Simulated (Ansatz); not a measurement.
Scan of [H···H···F], doublet

Starting geometry:

```xyz
3

H     0.0000    0.0000   -0.8820
H     0.0000    0.0000   -0.1370
F     0.0000    0.0000    1.0190
```

From there H2 is moved from one fragment to the other while all else, the fragments' distance too, stays fixed; atoms are numbered as listed. Energies are in eV, counted from the starting geometry at the same level.

Basis cc-pVDZ; Ansatz 0.2.0. Correlated methods freeze the noble-gas cores. Prefix R: restricted or restricted open-shell reference; prefix U: unrestricted. Active spaces: valence = (9e, 6o) chosen from the atoms' valence shells.

Runs in a small pair space aren't shown, since their orbitals change along the scan.

Full CI is exact within this basis and frozen core; it isn't the basis-set limit. The frozen core follows each run's orbitals, which can shift R against U totals by a few meV.

| distance H1-H2 (Å) | full CI | unpaired electrons (full CI) | error UMP2 | error RCCSDT(Q) | error RCCSDTQ | error CASSCF (valence space) | error NEVPT2 (valence space) | error MRCISD (valence space) |
| --- | --- | --- | --- | --- | --- | --- | --- | --- |
| 0.693 | 0.226 | 1.02 | 0.035 | 0.000 | 0.000 | -0.059 | 0.048 | -0.002 |
| 0.745 | 0.000 | 1.02 | 0.000 | 0.000 | 0.000 | 0.000 | 0.000 | 0.000 |
| 0.782 | -0.138 | 1.02 | -0.051 | 0.000 | 0.000 | 0.030 | -0.035 | -0.001 |
| 0.818 | -0.264 | 1.02 | -0.114 | 0.000 | 0.000 | 0.046 | -0.065 | -0.004 |
| 0.855 | -0.387 | 1.02 | -0.176 | 0.000 | 0.000 | 0.049 | -0.090 | -0.007 |
| 0.891 | -0.494 | 1.02 | -0.224 | 0.000 | 0.000 | 0.041 | -0.110 | -0.010 |
| 0.928 | -0.583 | 1.02 | -0.258 | 0.000 | 0.000 | 0.025 | -0.125 | -0.015 |
| 0.964 | -0.632 | 1.01 | -0.281 | 0.000 | 0.000 | 0.004 | -0.136 | -0.020 |
| 1.001 | -0.626 | 1.01 | -0.297 | 0.000 | 0.000 | -0.021 | -0.143 | -0.025 |

Unpaired electrons are Σ n²(2−n)² over natural occupations. Errors are those of relative energies. In total energy the starting point itself misses full CI by: UMP2 0.549, RCCSDT(Q) 0.000, RCCSDTQ 0.000, CASSCF (valence space) 5.296, NEVPT2 (valence space) 0.782, MRCISD (valence space) 0.243 eV.

Spread of the error over the points with a reference, to 1.001 Å (largest less smallest): RCCSDTQ 0.000, RCCSDT(Q) 0.000, MRCISD (valence space) 0.025, CASSCF (valence space) 0.109, NEVPT2 (valence space) 0.191, UMP2 0.332 eV.
